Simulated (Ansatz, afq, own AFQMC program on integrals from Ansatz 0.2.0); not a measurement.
Integrals from Ansatz 0.2.0, then the random walk in our own AFQMC program (afq).

```yaml
crystal:
  periodic: [false, false, false]
  atoms:
    - {symbol: Si, position_ang: [-0.000851, -0.085564, 0.595854]}
    - {symbol: B, position_ang: [-0.000851, 0.090313, -1.332998]}
    - {symbol: H, position_ang: [-0.000851, 1.095367, 1.517723]}
    - {symbol: H, position_ang: [0.770268, 0.873606, -1.808288]}
    - {symbol: H, position_ang: [-0.736568, -0.553489, -2.014939]}
basis:
  gaussian: {orbitals: cc-pVDZ}
magnetization: {spin_polarized: true, initial_magnetization: 2}
correlation: {method: ccsd_t, electrons: outside_noble_gas, hamiltonian_folder: ham}
```

```sh
$ ansatz run in.yaml --threads 1 --pin off --events-out ev --progress --plain --max-ram 1382MiB
```

Options of the walk:

```
--method phaseless --trial cisd --walkers 60 --populations 1 --least-time 40 --time-step 0.005 --steps-per-block 50 --equilibration-blocks 28 --max-blocks 300 --target-error 0.00038 --factor-cut 1e-05 --start spin_pure --seed 1191 --release-times 0.24,0.51,0.99,1.62,2.4 --release-step 0.03 --release-every 4 --taylor-order 6
```

Times are imaginary, in 1/Eh. The walk had a cap of 1573 s.

Output of the walk:

```
orbitals 41  electrons 6 4  factors 319 of 444
reference energy -315.26202428 Eh
CCSD correlation -0.18776832 Eh in 14 cycles, weight of the determinant in the CISD state 0.8789
energy of the start -315.449367 Eh
 block  time / (1/Eh)  mean weight  energy / Eh
     1     0.250  1.0008  -315.447201
     2     0.500  0.9995  -315.448179
     3     0.750  1.0006  -315.448647
     4     1.000  1.0020  -315.449761
     5     1.250  0.9993  -315.452284
     7     1.750  0.9997  -315.452643
     9     2.250  0.9998  -315.455265
    17     4.250  1.0012  -315.453957
    33     8.250  0.9999  -315.455637
    49    12.250  1.0007  -315.458273
    65    16.250  1.0001  -315.454588
    81    20.250  1.0003  -315.459251
    97    24.250  0.9974  -315.461908
   113    28.250  1.0005  -315.461841
   129    32.250  1.0018  -315.456132
   145    36.250  1.0011  -315.453075
   153    38.250  1.0003  -315.450589
   161    40.250  1.0002  -315.453376
   177    44.250  0.9994  -315.457420
   193    48.250  1.0010  -315.458036
   209    52.250  0.9993  -315.457804
   217    54.250  0.9991  -315.464036
   225    56.250  1.0001  -315.459381
   241    60.250  1.0002  -315.455361
   257    64.250  0.9998  -315.453483
   273    68.250  0.9992  -315.455272
   289    72.250  0.9995  -315.452286
   305    76.250  1.0001  -315.459499
   321    80.250  1.0020  -315.459421
blocks merged  error / Eh  count
     1  0.000192  300
     2  0.000250  150
     4  0.000315  75
     8  0.000409  37
    16  0.000503  18
    32  0.000685  9
released: time / (1/Eh)  energy / Eh  error  mean overlap
  0.24  -315.456889  0.000469  1.0004
  0.51  -315.457135  0.000374  0.9933
  0.99  -315.456951  0.000359  1.0111
  1.62  -315.456795  0.000282  1.0076
  2.40  -315.457246  0.000412  0.9963
energy -315.456597 +/- 0.000503 Eh
(rows thinned)
```

The run passed its tests (sampling time, drift between the halves within three errors, error under three times the target), which doesn't prove that it has relaxed.

Against this walk (error 13.7 meV) on the same determinant: CCSD(T) 44.0 meV higher, CCSDT(Q) 1.1 meV higher (within the noise). The error is statistical and leaves out the bias of the constraint. Released to 2.40 1/Eh the energy moves by -18 ± 18 meV (both errors), within twice the noise.

Cautions: constraint bias not in the error; error above the target (13.7 against 10.3 meV); lower spins were not checked.

The walk took 7.1 min on 1 thread of Arm Neoverse V2, with other jobs on the host. The log's last line is the phaseless energy.

CCSDT and higher add their correlation energy to the determinant of the CCSD(T) run, since their own runs factorise the integrals more tightly (a shift of under 2 meV).
